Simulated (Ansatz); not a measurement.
```yaml
crystal:
  periodic: [false, false, false]
  atoms:
    - {symbol: C, position_ang: [-0.875577, 0.138318, -0.719227]}
    - {symbol: Si, position_ang: [0.865669, 0.855365, -0.256106]}
    - {symbol: Si, position_ang: [-0.080254, -0.792830, 0.870650]}
    - {symbol: H, position_ang: [-1.569192, 0.676248, -0.444874]}
    - {symbol: H, position_ang: [-0.702353, -0.471789, -1.507397]}
    - {symbol: H, position_ang: [0.648699, 2.308769, 0.373498]}
    - {symbol: H, position_ang: [1.932233, 0.579936, -1.109541]}
    - {symbol: H, position_ang: [0.505308, -2.106891, 0.600967]}
    - {symbol: H, position_ang: [-0.930559, -0.832781, 1.991571]}
basis:
  gaussian: {orbitals: def2-TZVPP}
hamiltonian: {xc: {name: HSE06}}
accuracy: high
relax: {f_tol: 0.001, max_steps: 2}
output: {forces: true}
```

```sh
$ ansatz run in.yaml --threads 2 --pin off --events-out ev --progress --plain --max-ram 4352MiB
```

Output, abridged:

```
Functional definition: HSE06
3693 factors; integrals over basis functions are off by at most 2.1e-9 eV
117 factors; integrals over basis functions are off by at most 6.2e-10 eV
mean field evaluation 1: about -16870.6058 eV, gradient 6.2e1 eV
mean field evaluation 2: about -16851.7372 eV, gradient 9.1e1 eV
mean field evaluation 4: about -16879.6646 eV, gradient 3.1e0 eV
mean field evaluation 8: about -16879.7789 eV, gradient 4.0e-1 eV
mean field evaluation 16: about -16879.7793 eV, gradient 8.3e-5 eV
mean field -16879.77934252 eV, -620.3204493122 hartree, gradient 5.0e-8 eV, S^2 0.000000; 0 other end points of the search recorded, 0 dependent functions left out
reference -16879.77934664 eV, -620.3204494635 hartree; 20, 20 occupied and 179, 179 virtual orbitals, 3693 factors
relax step   1: F+E_penalty+E_count = -16879.77934252 eV  Δ(F+E_penalty+E_count) = +0.000e0 eV  max|allowed force component| = 9.372e0 eV/Å  Δτ_max = 0.0000 Å  (31 SCF iters, accepted)
3696 factors; integrals over basis functions are off by at most 3.1e-9 eV
117 factors; integrals over basis functions are off by at most 6.7e-10 eV
mean field -16881.00259724 eV, -620.3654030940 hartree, gradient 1.1e-8 eV, S^2 0.000000; 0 other end points of the search recorded, 0 dependent functions left out
reference -16881.00260139 eV, -620.3654032466 hartree; 20, 20 occupied and 179, 179 virtual orbitals, 3696 factors
relax step   2: F+E_penalty+E_count = -16881.00259724 eV  Δ(F+E_penalty+E_count) = -1.223e0 eV  max|allowed force component| = 2.796e0 eV/Å  Δτ_max = 0.1950 Å  (42 SCF iters, accepted)
Error: geometry relaxation did not converge after 2 steps: max|allowed force component| = 2.80e0 eV/Å (threshold 1.0e-3). Raise `relax.max_steps` over both its present limit and 2, loosen `relax.f_tol`, or start from a geometry closer to equilibrium. Where this run's directory can be resumed (`checkpoint.write`), a resume goes on for up to `relax.max_steps` more
```

**Question.** Something in this input is off. What?

**Answer.** The relaxation is allowed too few steps for its threshold. No converged result was reached.

HSE06 is defined as in plane-wave codes.
